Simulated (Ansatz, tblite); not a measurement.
**The cluster Si2Au: charged states by level of theory**

One table from this session's results is given with a row withheld; the runs are named, their logs left out.

The runs use Ansatz 0.2.0, Gaussian basis; as each input shows.

Levels to be run: charge +1 singlet, at the geometry of the doublet (PBE0-D4/def2-TZVP, PBE-D4/def2-TZVP, r2SCAN-D4/def2-TZVP, LC-ωPBE(0.10)/def2-TZVP, LC-ωPBE(0.15)/def2-TZVP, LC-ωPBE(0.20)/def2-TZVP, LC-ωPBE(0.30)/def2-TZVP, CCSD(T)/def2-TZVPP); charge -1 singlet, at the geometry of the doublet (PBE0-D4/def2-TZVPD, PBE-D4/def2-TZVPD, r2SCAN-D4/def2-TZVPD, LC-ωPBE(0.10)/def2-TZVP, LC-ωPBE(0.15)/def2-TZVP, LC-ωPBE(0.20)/def2-TZVP, LC-ωPBE(0.30)/def2-TZVP, CCSD(T)/def2-TZVPD); charge +1 triplet, at the geometry of the doublet (PBE0-D4/def2-TZVP, PBE-D4/def2-TZVP, r2SCAN-D4/def2-TZVP); charge -1 triplet, at the geometry of the doublet (PBE0-D4/def2-TZVPD, PBE-D4/def2-TZVPD, r2SCAN-D4/def2-TZVPD); the starting doublet's energies come from earlier runs.

## The structure

The geometry is that of the doublet, from an earlier relaxation (PBE-D4/def2-TZVP). At that level it is the lowest of the isomers that a small search found.

3 atoms, charge 0, spin multiplicity 2.

Atoms are counted from 1 here; the program's logs count them from 0.

Bond lengths: Au1–Si2 2.404 Å, Au1–Si3 2.404 Å, Si2–Si3 2.220 Å. Angles: Si2–Au1–Si3 55.0°, Au1–Si2–Si3 62.5°, Au1–Si3–Si2 62.5°.

Au takes a core potential in the def2 sets. No spin-orbit coupling is included.

Set-up of the first run:

The input, in.yaml:

```yaml
crystal:
  periodic: [false, false, false]
  atoms:
    - {symbol: Au, position_ang: [-1.366324, -0.383767, 0.083168]}
    - {symbol: Si, position_ang: [0.377414, 1.248998, -0.186662]}
    - {symbol: Si, position_ang: [0.988911, -0.865231, 0.103494]}
basis:
  gaussian: {orbitals: def2-TZVP}
total_charge: 1
hamiltonian: {xc: pbe0, dispersion: d4}
output: {orbitals: {seedname: orbitals}}
```

The run is started by

```
$ ansatz run in.yaml --threads 4 --pin off --events-out ev --progress --plain --max-ram 3916MiB
```

Among the steps run: Charge +1 singlet at the fixed geometry, PBE0-D4/def2-TZVP; Charge +1 singlet at the fixed geometry, PBE-D4/def2-TZVP; Charge +1 singlet at the fixed geometry, r2SCAN-D4/def2-TZVP; Charge +1 singlet at the fixed geometry, LC-ωPBE(0.10)/def2-TZVP; Charge +1 singlet at the fixed geometry, LC-ωPBE(0.15)/def2-TZVP; Charge +1 singlet at the fixed geometry, LC-ωPBE(0.20)/def2-TZVP; Charge +1 singlet at the fixed geometry, LC-ωPBE(0.30)/def2-TZVP; Charge +1 singlet at the fixed geometry, CCSD(T)/def2-TZVPP; Charge -1 singlet at the fixed geometry, PBE0-D4/def2-TZVPD; Charge -1 singlet at the fixed geometry, PBE-D4/def2-TZVPD; Charge -1 singlet at the fixed geometry, r2SCAN-D4/def2-TZVPD; Charge -1 singlet at the fixed geometry, LC-ωPBE(0.10)/def2-TZVP; Charge -1 singlet at the fixed geometry, LC-ωPBE(0.15)/def2-TZVP; Charge -1 singlet at the fixed geometry, LC-ωPBE(0.20)/def2-TZVP; Charge -1 singlet at the fixed geometry, LC-ωPBE(0.30)/def2-TZVP; Charge -1 singlet at the fixed geometry, CCSD(T)/def2-TZVPD.

One table of the session follows, with a row left open; its other results are not shown here.

It belongs to the step «Vertical electron affinity». 

| level | vertical electron affinity (eV) |
| --- | --- |
| HF/def2-TZVPD | ? |
| PBE-D4/def2-TZVPD | +2.08 |
| r2SCAN-D4/def2-TZVPD | +2.06 |
| PBE0-D4/def2-TZVPD | +2.08 |
| MP2/def2-TZVPD | +2.48 |
| CCSD/def2-TZVPD | +2.03 |
| CCSD(T)/def2-TZVPD | +2.22 |

**Question.** Estimate the row for HF/def2-TZVPD.

**Answer.** vertical electron affinity (eV): +0.97. In the column «vertical electron affinity (eV)» it is the lowest.

Caveats from the session: The anion's highest level is positive in at least one run, so there the basis alone may hold the extra electron.
